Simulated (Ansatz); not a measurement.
We consider chalcopyrite CdSnAs2, described by BLYP (Ansatz, a program for electronic structure, PAW).

Numerical settings: plane-wave cutoff 520 eV, 8×8×8 k mesh, Fermi–Dirac smearing 0.01 eV, scalar-relativistic PAW data made under PBE.

Shape and atoms are relaxed at each volume.

Pressure at four volumes; x = ln(V/31.356 Å³). One pressure is withheld.

| V (Å³/atom) | x | P (GPa) |
|---|---|---|
| 30.102 | -0.0408 | ? |
| 30.729 | -0.0202 | 0.829 |
| 31.356 | 0.0000 | 0.005 |
| 32.610 | 0.0392 | -1.380 |

**Question.** Pass a parabola P(x) through the three rows shown, estimate the bulk modulus and its pressure derivative near zero pressure, and predict the withheld pressure.

**Answer.** Slopes between the rows: (0.005 − (0.829))/(0.0000 − (-0.0202)) = -40.79 and (-1.380 − (0.005))/(0.0392 − (0.0000)) = -35.33 GPa. Their difference over the span 0.0594 is c = 5.46/0.0594 = 91.9 GPa, so P(x) = 0.829 + (-40.79)(x − (-0.0202)) + 91.9 (x − (-0.0202))(x − (0.0000)). At the middle row B = −dP/dx = −[-40.79 + 91.9 × 0.0202] = 38.9 GPa, and B′ = dB/dP = 2c/B = 4.7. At x = -0.0408 the parabola gives 1.747 GPa; the run gives 1.754 GPa. The Birch–Murnaghan fit to the energies at all volumes has B0 = 38.8 GPa and B′ = 4.8.

Note: the relaxation could not lower the start's symmetry, so the cell can be a saddle point above a distorted one; the bulk modulus comes from volumes at which shape and atoms were relaxed.

Spin–orbit coupling is not included.
